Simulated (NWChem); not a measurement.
System: NH$_{2}$ anion

Output (shortened):

```
             Northwest Computational Chemistry Package (NWChem) 7.3.0
             --------------------------------------------------------

 C2V symmetry detected

                             Geometry "geometry" -> ""
                             -------------------------

 Output coordinates in angstroms (scale by  1.889725989 to convert to a.u.)

  No.       Tag          Charge          X              Y              Z
 ---- ---------------- ---------- -------------- -------------- --------------
    1 N                    7.0000     0.00000000     0.00000000     0.14459244
    2 H                    1.0000     0.79849900     0.00000000    -0.50607356
    3 H                    1.0000    -0.79849900     0.00000000    -0.50607356

 Effective nuclear repulsion energy (a.u.)       7.5238311997

      Symmetry information
      --------------------

 Group name             C2v
 Group number             16
 Group order               4
 No. of unique centers     2

                                 NWChem DFT Module
                                 -----------------

 Summary of "ao basis" -> "ao basis" (spherical)
 ------------------------------------------------------------------------------
       Tag                 Description            Shells   Functions and Types
 ---------------- ------------------------------  ------  ---------------------
 N                          6-31+g*                  8       18   4s3p1d
 H                          6-31+g*                  2        2   2s

      Symmetry analysis of basis
      --------------------------

        a1         11
        a2          1
        b1          6
        b2          4

            General Information
            -------------------
          SCF calculation type: DFT
          Wavefunction type:  closed shell.
          No. of atoms     :     3
          No. of electrons :    10
           Alpha electrons :     5
            Beta electrons :     5
          Charge           :    -1
          Spin multiplicity:     1
          Use of symmetry is: on ; symmetry adaption is: on
          Maximum number of iterations: 150
          AO basis - number of functions:    22
                     number of shells:    12
          Convergence on energy requested:  1.00D-06
          Convergence on density requested:  1.00D-05
          Convergence on gradient requested:  5.00D-04

              XC Information
              --------------
                     r^2SCAN0 Method XC Functional
                     Hartree-Fock (Exact) Exchange  0.250
               r^2SCAN metaGGA Exchange Functional  0.750
                     r^2SCAN Correlation Potential  1.000

             Grid Information
             ----------------
          Grid used for XC integration:  medium
          Radial quadrature: Mura-Knowles
          Angular quadrature: Lebedev.
          Tag              B.-S. Rad. Rad. Pts. Rad. Cut. Ang. Pts.
          ---              ---------- --------- --------- ---------
          N                   0.65       49           6.0       434
          H                   0.35       45           7.0       434
          Grid pruning is: on
          Number of quadrature shells:    94
          Spatial weights used:  Erf1

      Superposition of Atomic Density Guess
      -------------------------------------

 Sum of atomic energies:         -55.29210715

 Renormalizing density from       9.00 to     10

      Non-variational initial energy
      ------------------------------

 Total energy =     -59.091818
 1-e energy   =     -99.093129
 2-e energy   =      32.477479
 HOMO         =       0.224639
 LUMO         =       0.364774

      Symmetry analysis of molecular orbitals - initial
      -------------------------------------------------

  Numbering of irreducible representations:

     1 a1          2 a2          3 b1          4 b2

  Orbital symmetries:

     1 a1          2 a1          3 b1          4 a1          5 b2
     6 a1          7 b1          8 a1          9 b2         10 b1
    11 a1         12 b1         13 a1         14 b2         15 b1

     ---------------------------------------------
      Total Density - Mulliken Population Analysis
     ---------------------------------------------

    Atom       Charge   Shell Charges
 -----------   ------   -------------------------------------------------------
    1 N    7     8.38   2.00  0.68  1.52  1.04  1.63  0.06  1.43  0.01
    2 H    1     0.81   0.46  0.35
    3 H    1     0.81   0.46  0.35

   convergence    iter        energy       DeltaE   RMS-Dens  Diis-err
 ---------------- ----- ----------------- --------- --------- ---------
 d= 0,ls=0.0,diis     1    -55.5801878461 -6.31D+01  7.65D-02  1.98D+00
 d= 0,ls=0.0,diis     2    -55.2898963559  2.90D-01  4.46D-02  4.75D+00
 d= 0,ls=0.0,diis     3    -55.8412123014 -5.51D-01  5.27D-03  2.50D-02
 d= 0,ls=0.0,diis     4    -55.8449922840 -3.78D-03  7.01D-04  7.42D-05
 d= 0,ls=0.0,diis     5    -55.8450035820 -1.13D-05  1.62D-04  3.45D-05
  Resetting Diis
 d= 0,ls=0.0,diis     6    -55.8450075147 -3.93D-06  3.13D-05  5.01D-07
 d= 0,ls=0.0,diis     7    -55.8450075859 -7.12D-08  4.11D-06  2.03D-09

         Total DFT energy =      -55.845007585924
      One electron energy =      -93.166026174663
           Coulomb energy =       37.539258108795
    Exchange-Corr. energy =       -7.742070719762
 Nuclear repulsion energy =        7.523831199706

 Numeric. integr. density =       10.000000238632

                  Occupations of the irreducible representations
                  ----------------------------------------------

                     irrep           alpha         beta
                     --------     --------     --------
                     a1                3.0          3.0
                     a2                0.0          0.0
                     b1                1.0          1.0
                     b2                1.0          1.0

                       DFT Final Molecular Orbital Analysis
                       ------------------------------------

 Vector    3  Occ=2.000000D+00  E=-1.648105D-01  Symmetry=b1
              MO Center= -6.6D-16, -1.4D-16, -1.7D-01, r^2= 1.1D+00
   Bfn.  Coefficient  Atom+Function         Bfn.  Coefficient  Atom+Function
  ----- ------------  ---------------      ----- ------------  ---------------
     3      0.450245  1 N  px                19      0.245556  2 H  s
    21     -0.245556  3 H  s                  7      0.212785  1 N  px
    20      0.213540  2 H  s                 22     -0.213540  3 H  s
    11      0.043892  1 N  px                17      0.039174  1 N  d  1

 Vector    4  Occ=2.000000D+00  E=-1.574377D-02  Symmetry=a1
              MO Center=  1.0D-16, -7.3D-16,  3.0D-01, r^2= 1.2D+00
   Bfn.  Coefficient  Atom+Function         Bfn.  Coefficient  Atom+Function
  ----- ------------  ---------------      ----- ------------  ---------------
     5      0.470562  1 N  pz                 6      0.381754  1 N  s
     9      0.294003  1 N  pz                 2      0.195108  1 N  s
    13      0.176880  1 N  pz                20     -0.145055  2 H  s
    22     -0.145055  3 H  s                 19     -0.135628  2 H  s
    21     -0.135628  3 H  s                  1     -0.089358  1 N  s

 Vector    5  Occ=2.000000D+00  E= 6.005597D-02  Symmetry=b2
              MO Center= -7.9D-17,  8.3D-16,  1.3D-01, r^2= 1.5D+00
   Bfn.  Coefficient  Atom+Function         Bfn.  Coefficient  Atom+Function
  ----- ------------  ---------------      ----- ------------  ---------------
     4      0.541713  1 N  py                 8      0.398974  1 N  py
    12      0.315639  1 N  py                15     -0.028568  1 N  d -1

 Vector    6  Occ=0.000000D+00  E= 2.625997D-01  Symmetry=a1
              MO Center=  1.5D-15, -2.3D-15, -8.3D-01, r^2= 4.8D+00
   Bfn.  Coefficient  Atom+Function         Bfn.  Coefficient  Atom+Function
  ----- ------------  ---------------      ----- ------------  ---------------
    10      1.692881  1 N  s                 13     -0.650545  1 N  pz
     6     -0.607833  1 N  s                 20     -0.384408  2 H  s
    22     -0.384408  3 H  s                  5      0.167858  1 N  pz
     9      0.098052  1 N  pz                 2     -0.094568  1 N  s
     1      0.065531  1 N  s

 Vector    7  Occ=0.000000D+00  E= 3.218834D-01  Symmetry=b1
              MO Center= -7.3D-20, -5.1D-19,  3.3D-01, r^2= 6.8D+00
   Bfn.  Coefficient  Atom+Function         Bfn.  Coefficient  Atom+Function
  ----- ------------  ---------------      ----- ------------  ---------------
    11      1.349469  1 N  px                 7     -0.346184  1 N  px
    20     -0.321351  2 H  s                 22      0.321351  3 H  s
     3     -0.180909  1 N  px                17     -0.027741  1 N  d  1

 Vector    8  Occ=0.000000D+00  E= 3.491100D-01  Symmetry=a1
              MO Center= -1.1D-15,  6.5D-14,  1.1D+00, r^2= 5.3D+00
   Bfn.  Coefficient  Atom+Function         Bfn.  Coefficient  Atom+Function
  ----- ------------  ---------------      ----- ------------  ---------------
    13      1.181250  1 N  pz                 6     -0.688720  1 N  s
    10      0.418528  1 N  s                  9     -0.368186  1 N  pz
    20      0.293655  2 H  s                 22      0.293655  3 H  s
     5     -0.179016  1 N  pz                 2     -0.083221  1 N  s
     1      0.061723  1 N  s                 19      0.036448  2 H  s

     ---------------------------------------------
      Total Density - Mulliken Population Analysis
     ---------------------------------------------

    Atom       Charge   Shell Charges
 -----------   ------   -------------------------------------------------------
    1 N    7     8.51   2.00  0.81  2.31  0.99  1.61  0.09  0.68  0.02
    2 H    1     0.74   0.52  0.23
    3 H    1     0.74   0.52  0.23

     -------------------------------------------
      Total Density - Lowdin Population Analysis
     -------------------------------------------

    Atom       Charge   Shell Charges
 -----------   ------   -------------------------------------------------------
    1 N    7     8.45   1.99  0.78  2.14  0.69  1.88  0.15  0.79  0.04
    2 H    1     0.77   0.47  0.30
    3 H    1     0.77   0.47  0.30

     Multipole analysis of the density
     ---------------------------------

     L   x y z        total         alpha         beta         nuclear
     -   - - -        -----         -----         ----         -------
     0   0 0 0     -1.000000     -5.000000     -5.000000      9.000000

     1   1 0 0      0.000000      0.000000      0.000000      0.000000
     1   0 1 0     -0.000000     -0.000000     -0.000000      0.000000
     1   0 0 1     -0.995895     -0.497948     -0.497948      0.000000

     2   2 0 0     -7.006019     -5.779922     -5.779922      4.553826
     2   1 1 0     -0.000000     -0.000000     -0.000000      0.000000
     2   1 0 1      0.000000      0.000000      0.000000      0.000000
     2   0 2 0    -10.776270     -5.388135     -5.388135      0.000000
     2   0 1 1     -0.000000     -0.000000     -0.000000      0.000000
     2   0 0 2     -8.985768     -5.668782     -5.668782      2.351795
```

Level: r2SCAN0/6-31+G* (spherical d). Coordinates come from a B3LYP/def2-SVPD optimisation. The highest occupied level is positive, so the extra electron may be held by the finite basis.

Problem. Write an input that gives this output.

Solution. This is not unique; one that fits is the input that was run:
```
start job
memory heap 200 mb stack 900 mb global 1100 mb
charge -1
geometry units angstroms noautoz
  N      0.000000     0.000000     0.136180
  H      0.798499     0.000000    -0.514486
  H     -0.798499     0.000000    -0.514486
end
basis spherical
  * library 6-31+g*
end
dft
  xc r2scan0
  iterations 150
  mulliken
end
task dft energy
```
